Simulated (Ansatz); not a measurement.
# Al₂ (triplet): PBE, r2SCAN, PBE0, B3LYP, BHLYP, wB97M-V over vertical spin and charge gaps, cc-pVDZ, part 2 of 3

Ansatz 0.2.0, Gaussian basis; cc-pVDZ, all electrons in the functionals. The steps go on from the part before.

### 13 PBE0, charge 0, singlet

The input, in.yaml:

```yaml
crystal:
  periodic: [false, false, false]
  atoms:
    - {symbol: Al, position_ang: [0.000000, 0.000000, 0.000000]}
    - {symbol: Al, position_ang: [0.000000, 0.000000, 2.478843]}
basis:
  gaussian: {orbitals: cc-pVDZ}
magnetization: {spin_polarized: true, initial_magnetization: 0}
hamiltonian: {xc: {name: PBE0}}
output: {forces: true, orbitals: {seedname: orbitals}}
```

On the command line:

```
$ ansatz run in.yaml --threads 1 --pin off --events-out ev --progress --plain --max-ram 2393MiB
```

What it wrote (excerpt; [...] marks lines left out):

```text
Functional definition: PBE0
  name "PBE0"
  cite "Adamo & Barone, J. Chem. Phys. 110, 6158 (1999) doi:10.1063/1.478522"
  cite "Perdew, Burke & Ernzerhof, Phys. Rev. Lett. 77, 3865 (1996) doi:10.1103/PhysRevLett.77.3865"
  parent pbe
[...]
364 factors; integrals over basis functions are off by at most 8.1e-4 eV
[...]
mean field -13184.99066893 eV, -484.5394699754 hartree, gradient 2.8e-6 eV, S^2 1.011023; 14 other end points of the search recorded, 0 dependent functions left out
[...]
reference -13184.99068946 eV, -484.5394707298 hartree; 13, 13 occupied and 23, 23 virtual orbitals, 364 factors
Total energy: -13184.99068946 eV, -484.5394707298 hartree
Atom 0 at     0.000000     0.000000     0.000000 Å, force    -0.000000     0.000000    -0.160544 eV/Å
Atom 1 at     0.000000     0.000000     2.478843 Å, force     0.000000     0.000000     0.160544 eV/Å
Dipole moment:    -0.000000    -0.000000     0.000000 e Å
```

It took 14 s on 1 thread of Arm Neoverse V2, shared host.

From the report: ⟨S²⟩ of the determinant 1.011 (pure singlet: 0.00). The determinant is far from a pure spin state, so its energy mixes those of several spin states (harmless only where they are near-degenerate, as at dissociation).

From charge 0, triplet: +0.173 eV.

### 14 PBE0, charge 0, quintet

The input, in.yaml:

```yaml
crystal:
  periodic: [false, false, false]
  atoms:
    - {symbol: Al, position_ang: [0.000000, 0.000000, 0.000000]}
    - {symbol: Al, position_ang: [0.000000, 0.000000, 2.478843]}
basis:
  gaussian: {orbitals: cc-pVDZ}
magnetization: {spin_polarized: true, initial_magnetization: 4}
hamiltonian: {xc: {name: PBE0}}
output: {orbitals: {seedname: orbitals}}
```

Same command.

What it wrote (excerpt; [...] marks lines left out):

```text
Functional definition: PBE0
  name "PBE0"
  cite "Adamo & Barone, J. Chem. Phys. 110, 6158 (1999) doi:10.1063/1.478522"
  cite "Perdew, Burke & Ernzerhof, Phys. Rev. Lett. 77, 3865 (1996) doi:10.1103/PhysRevLett.77.3865"
  parent pbe
[...]
364 factors; integrals over basis functions are off by at most 8.1e-4 eV
[...]
mean field -13183.62769618 eV, -484.4893816507 hartree, gradient 1.5e-5 eV, S^2 6.000244; 2 other end points of the search recorded, 0 dependent functions left out
reference -13183.62771938 eV, -484.4893825035 hartree; 15, 11 occupied and 21, 25 virtual orbitals, 364 factors
Total energy: -13183.62771938 eV, -484.4893825035 hartree
```

Run time: 0.93 s. Hardware: 1 thread of Arm Neoverse V2, shared host.

From the report: ⟨S²⟩ of the determinant 6.000 (pure quintet: 6.00).

From charge 0, triplet: +1.536 eV.

### 15 PBE0, charge 1, doublet

The input, in.yaml:

```yaml
crystal:
  periodic: [false, false, false]
  atoms:
    - {symbol: Al, position_ang: [0.000000, 0.000000, 0.000000]}
    - {symbol: Al, position_ang: [0.000000, 0.000000, 2.478843]}
basis:
  gaussian: {orbitals: cc-pVDZ}
total_charge: 1
magnetization: {spin_polarized: true, initial_magnetization: 1}
hamiltonian: {xc: {name: PBE0}}
output: {forces: true, orbitals: {seedname: orbitals}}
```

The command is unchanged.

What it wrote (excerpt; [...] marks lines left out):

```text
Functional definition: PBE0
  name "PBE0"
  cite "Adamo & Barone, J. Chem. Phys. 110, 6158 (1999) doi:10.1063/1.478522"
  cite "Perdew, Burke & Ernzerhof, Phys. Rev. Lett. 77, 3865 (1996) doi:10.1103/PhysRevLett.77.3865"
  parent pbe
[...]
364 factors; integrals over basis functions are off by at most 8.1e-4 eV
[...]
mean field -13178.47594327 eV, -484.3000582232 hartree, gradient 5.5e-7 eV, S^2 0.755452; 7 other end points of the search recorded, 0 dependent functions left out
[...]
reference -13178.47596685 eV, -484.3000590899 hartree; 13, 12 occupied and 23, 24 virtual orbitals, 364 factors
Total energy: -13178.47596685 eV, -484.3000590899 hartree
Atom 0 at     0.000000     0.000000     0.000000 Å, force    -0.000000     0.000000    -1.470767 eV/Å
Atom 1 at     0.000000     0.000000     2.478843 Å, force     0.000000     0.000000     1.470767 eV/Å
Dipole moment:    -0.000000    -0.000000     0.000000 e Å
```

It took 2.9 s on 1 thread of Arm Neoverse V2, shared host.

From the report: ⟨S²⟩ of the determinant 0.755 (pure doublet: 0.75).

From charge 0, triplet: +6.687 eV.

### 16 PBE0, charge 1, quartet

Edit in.yaml of step 15 so:

```diff
@@ -8,4 +8,4 @@
 total_charge: 1
-magnetization: {spin_polarized: true, initial_magnetization: 1}
+magnetization: {spin_polarized: true, initial_magnetization: 3}
 hamiltonian: {xc: {name: PBE0}}
-output: {forces: true, orbitals: {seedname: orbitals}}
+output: {orbitals: {seedname: orbitals}}
```

The command is unchanged.

What it wrote (excerpt; [...] marks lines left out):

```text
Functional definition: PBE0
  name "PBE0"
  cite "Adamo & Barone, J. Chem. Phys. 110, 6158 (1999) doi:10.1063/1.478522"
  cite "Perdew, Burke & Ernzerhof, Phys. Rev. Lett. 77, 3865 (1996) doi:10.1103/PhysRevLett.77.3865"
  parent pbe
[...]
364 factors; integrals over basis functions are off by at most 8.1e-4 eV
[...]
mean field -13176.69330682 eV, -484.2345475420 hartree, gradient 1.0e-6 eV, S^2 3.751606; 6 other end points of the search recorded, 0 dependent functions left out
reference -13176.69333212 eV, -484.2345484719 hartree; 14, 11 occupied and 22, 25 virtual orbitals, 364 factors
Total energy: -13176.69333212 eV, -484.2345484719 hartree
```

It took 3.2 s on 1 thread of Arm Neoverse V2, shared host.

From the report: ⟨S²⟩ of the determinant 3.752 (pure quartet: 3.75).

From charge 0, triplet: +8.470 eV.

### 17 B3LYP, charge 0, triplet

The input, in.yaml:

```yaml
crystal:
  periodic: [false, false, false]
  atoms:
    - {symbol: Al, position_ang: [0.000000, 0.000000, 0.000000]}
    - {symbol: Al, position_ang: [0.000000, 0.000000, 2.478843]}
basis:
  gaussian: {orbitals: cc-pVDZ}
magnetization: {spin_polarized: true, initial_magnetization: 2}
hamiltonian: {xc: {name: B3LYP}}
```

The command is unchanged.

What it wrote (excerpt; [...] marks lines left out):

```text
Functional definition: B3LYP
  name "B3LYP"
  cite "Stephens, Devlin, Chabalowski & Frisch, J. Phys. Chem. 98, 11623 (1994) doi:10.1021/j100096a001"
  cite "Becke, Phys. Rev. A 38, 3098 (1988) doi:10.1103/PhysRevA.38.3098"
  cite "Lee, Yang & Parr, Phys. Rev. B 37, 785 (1988) doi:10.1103/PhysRevB.37.785"
  cite "Vosko, Wilk & Nusair, Can. J. Phys. 58, 1200 (1980) doi:10.1139/p80-159"
[...]
364 factors; integrals over basis functions are off by at most 8.1e-4 eV
[...]
mean field -13192.33921278 eV, -484.8095239809 hartree, gradient 4.6e-6 eV, S^2 2.007489; 9 other end points of the search recorded, 0 dependent functions left out
reference -13192.33938509 eV, -484.8095303131 hartree; 14, 12 occupied and 22, 24 virtual orbitals, 364 factors
Total energy: -13192.33938509 eV, -484.8095303131 hartree
```

Wall time 3.4 s (1 thread of Arm Neoverse V2, shared host).

From the report: ⟨S²⟩ of the determinant 2.007 (pure triplet: 2.00).

### 18 B3LYP, charge 0, singlet

Edit in.yaml of step 17 so:

```diff
@@ -7,3 +7,3 @@
   gaussian: {orbitals: cc-pVDZ}
-magnetization: {spin_polarized: true, initial_magnetization: 2}
+magnetization: {spin_polarized: true, initial_magnetization: 0}
 hamiltonian: {xc: {name: B3LYP}}
```

Same command.

What it wrote (excerpt; [...] marks lines left out):

```text
Functional definition: B3LYP
  name "B3LYP"
  cite "Stephens, Devlin, Chabalowski & Frisch, J. Phys. Chem. 98, 11623 (1994) doi:10.1021/j100096a001"
  cite "Becke, Phys. Rev. A 38, 3098 (1988) doi:10.1103/PhysRevA.38.3098"
  cite "Lee, Yang & Parr, Phys. Rev. B 37, 785 (1988) doi:10.1103/PhysRevB.37.785"
  cite "Vosko, Wilk & Nusair, Can. J. Phys. 58, 1200 (1980) doi:10.1139/p80-159"
[...]
364 factors; integrals over basis functions are off by at most 8.1e-4 eV
[...]
mean field -13192.22621660 eV, -484.8053714479 hartree, gradient 2.5e-6 eV, S^2 1.013585; 21 other end points of the search recorded, 0 dependent functions left out
reference -13192.22638682 eV, -484.8053777035 hartree; 13, 13 occupied and 23, 23 virtual orbitals, 364 factors
Total energy: -13192.22638682 eV, -484.8053777035 hartree
```

Wall time 15 s (1 thread of Arm Neoverse V2, shared host).

From the report: ⟨S²⟩ of the determinant 1.014 (pure singlet: 0.00). The determinant is far from a pure spin state, so its energy mixes those of several spin states (harmless only where they are near-degenerate, as at dissociation).

From charge 0, triplet: +0.113 eV.

### 19 B3LYP, charge 0, quintet

Edit in.yaml of step 18 so:

```diff
@@ -7,3 +7,3 @@
   gaussian: {orbitals: cc-pVDZ}
-magnetization: {spin_polarized: true, initial_magnetization: 0}
+magnetization: {spin_polarized: true, initial_magnetization: 4}
 hamiltonian: {xc: {name: B3LYP}}
```

The command is unchanged.

What it wrote (excerpt; [...] marks lines left out):

```text
Functional definition: B3LYP
  name "B3LYP"
  cite "Stephens, Devlin, Chabalowski & Frisch, J. Phys. Chem. 98, 11623 (1994) doi:10.1021/j100096a001"
  cite "Becke, Phys. Rev. A 38, 3098 (1988) doi:10.1103/PhysRevA.38.3098"
  cite "Lee, Yang & Parr, Phys. Rev. B 37, 785 (1988) doi:10.1103/PhysRevB.37.785"
  cite "Vosko, Wilk & Nusair, Can. J. Phys. 58, 1200 (1980) doi:10.1139/p80-159"
[...]
364 factors; integrals over basis functions are off by at most 8.1e-4 eV
[...]
mean field -13190.47918815 eV, -484.7411693367 hartree, gradient 5.3e-5 eV, S^2 6.000256; 2 other end points of the search recorded, 0 dependent functions left out
reference -13190.47935985 eV, -484.7411756466 hartree; 15, 11 occupied and 21, 25 virtual orbitals, 364 factors
Total energy: -13190.47935985 eV, -484.7411756466 hartree
```

Wall time 0.93 s (1 thread of Arm Neoverse V2, shared host).

From the report: ⟨S²⟩ of the determinant 6.000 (pure quintet: 6.00).

From charge 0, triplet: +1.860 eV.

### 20 B3LYP, charge 1, doublet

Edit in.yaml of step 19 so:

```diff
@@ -7,3 +7,4 @@
   gaussian: {orbitals: cc-pVDZ}
-magnetization: {spin_polarized: true, initial_magnetization: 4}
+total_charge: 1
+magnetization: {spin_polarized: true, initial_magnetization: 1}
 hamiltonian: {xc: {name: B3LYP}}
```

Launched as before.

What it wrote (excerpt; [...] marks lines left out):

```text
Functional definition: B3LYP
  name "B3LYP"
  cite "Stephens, Devlin, Chabalowski & Frisch, J. Phys. Chem. 98, 11623 (1994) doi:10.1021/j100096a001"
  cite "Becke, Phys. Rev. A 38, 3098 (1988) doi:10.1103/PhysRevA.38.3098"
  cite "Lee, Yang & Parr, Phys. Rev. B 37, 785 (1988) doi:10.1103/PhysRevB.37.785"
  cite "Vosko, Wilk & Nusair, Can. J. Phys. 58, 1200 (1980) doi:10.1139/p80-159"
[...]
364 factors; integrals over basis functions are off by at most 8.1e-4 eV
[...]
mean field -13185.80641114 eV, -484.5694479487 hartree, gradient 6.3e-7 eV, S^2 0.753515; 7 other end points of the search recorded, 0 dependent functions left out
reference -13185.80659174 eV, -484.5694545856 hartree; 13, 12 occupied and 23, 24 virtual orbitals, 364 factors
Total energy: -13185.80659174 eV, -484.5694545856 hartree
```

Wall time 3 s (1 thread of Arm Neoverse V2, shared host).

From the report: ⟨S²⟩ of the determinant 0.754 (pure doublet: 0.75).

From charge 0, triplet: +6.533 eV.

### 21 B3LYP, charge 1, quartet

Edit in.yaml of step 20 so:

```diff
@@ -8,3 +8,3 @@
 total_charge: 1
-magnetization: {spin_polarized: true, initial_magnetization: 1}
+magnetization: {spin_polarized: true, initial_magnetization: 3}
 hamiltonian: {xc: {name: B3LYP}}
```

The command is unchanged.

What it wrote (excerpt; [...] marks lines left out):

```text
Functional definition: B3LYP
  name "B3LYP"
  cite "Stephens, Devlin, Chabalowski & Frisch, J. Phys. Chem. 98, 11623 (1994) doi:10.1021/j100096a001"
  cite "Becke, Phys. Rev. A 38, 3098 (1988) doi:10.1103/PhysRevA.38.3098"
  cite "Lee, Yang & Parr, Phys. Rev. B 37, 785 (1988) doi:10.1103/PhysRevB.37.785"
  cite "Vosko, Wilk & Nusair, Can. J. Phys. 58, 1200 (1980) doi:10.1139/p80-159"
[...]
364 factors; integrals over basis functions are off by at most 8.1e-4 eV
[...]
mean field -13183.73322907 eV, -484.4932599131 hartree, gradient 4.3e-6 eV, S^2 3.751595; 7 other end points of the search recorded, 0 dependent functions left out
reference -13183.73340899 eV, -484.4932665249 hartree; 14, 11 occupied and 22, 25 virtual orbitals, 364 factors
Total energy: -13183.73340899 eV, -484.4932665249 hartree
```

Wall time 3.6 s (1 thread of Arm Neoverse V2, shared host).

From the report: ⟨S²⟩ of the determinant 3.752 (pure quartet: 3.75).

From charge 0, triplet: +8.606 eV.

### 22 BHLYP, charge 0, triplet

The input, in.yaml:

```yaml
crystal:
  periodic: [false, false, false]
  atoms:
    - {symbol: Al, position_ang: [0.000000, 0.000000, 0.000000]}
    - {symbol: Al, position_ang: [0.000000, 0.000000, 2.478843]}
basis:
  gaussian: {orbitals: cc-pVDZ}
magnetization: {spin_polarized: true, initial_magnetization: 2}
hamiltonian: {xc: {name: BHLYP}}
```

The command is unchanged.

What it wrote (excerpt; [...] marks lines left out):

```text
Functional definition: BHLYP
  name "BHLYP"
  cite "Becke, J. Chem. Phys. 98, 1372 (1993) doi:10.1063/1.464304"
  cite "Becke, Phys. Rev. A 38, 3098 (1988) doi:10.1103/PhysRevA.38.3098"
  cite "Lee, Yang & Parr, Phys. Rev. B 37, 785 (1988) doi:10.1103/PhysRevB.37.785"
[...]
364 factors; integrals over basis functions are off by at most 8.1e-4 eV
[...]
mean field -13191.29571883 eV, -484.7711762858 hartree, gradient 3.6e-6 eV, S^2 2.015530; 6 other end points of the search recorded, 0 dependent functions left out
reference -13191.29583393 eV, -484.7711805154 hartree; 14, 12 occupied and 22, 24 virtual orbitals, 364 factors
Total energy: -13191.29583393 eV, -484.7711805154 hartree
```

Run time: 2.9 s. Hardware: 1 thread of Arm Neoverse V2, shared host.

From the report: ⟨S²⟩ of the determinant 2.016 (pure triplet: 2.00).

### 23 BHLYP, charge 0, singlet

Edit in.yaml of step 22 so:

```diff
@@ -7,3 +7,3 @@
   gaussian: {orbitals: cc-pVDZ}
-magnetization: {spin_polarized: true, initial_magnetization: 2}
+magnetization: {spin_polarized: true, initial_magnetization: 0}
 hamiltonian: {xc: {name: BHLYP}}
```

The command is unchanged.

What it wrote (excerpt; [...] marks lines left out):

```text
Functional definition: BHLYP
  name "BHLYP"
  cite "Becke, J. Chem. Phys. 98, 1372 (1993) doi:10.1063/1.464304"
  cite "Becke, Phys. Rev. A 38, 3098 (1988) doi:10.1103/PhysRevA.38.3098"
  cite "Lee, Yang & Parr, Phys. Rev. B 37, 785 (1988) doi:10.1103/PhysRevB.37.785"
[...]
364 factors; integrals over basis functions are off by at most 8.1e-4 eV
[...]
mean field -13191.23165962 eV, -484.7688221531 hartree, gradient 7.0e-6 eV, S^2 1.064602; 9 other end points of the search recorded, 0 dependent functions left out
reference -13191.23177534 eV, -484.7688264058 hartree; 13, 13 occupied and 23, 23 virtual orbitals, 364 factors
Total energy: -13191.23177534 eV, -484.7688264058 hartree
```

It took 4.9 s on 1 thread of Arm Neoverse V2, shared host.

From the report: ⟨S²⟩ of the determinant 1.065 (pure singlet: 0.00). The determinant is far from a pure spin state, so its energy mixes those of several spin states (harmless only where they are near-degenerate, as at dissociation).

From charge 0, triplet: +0.064 eV.

(Part 2 of 3 ends here.)
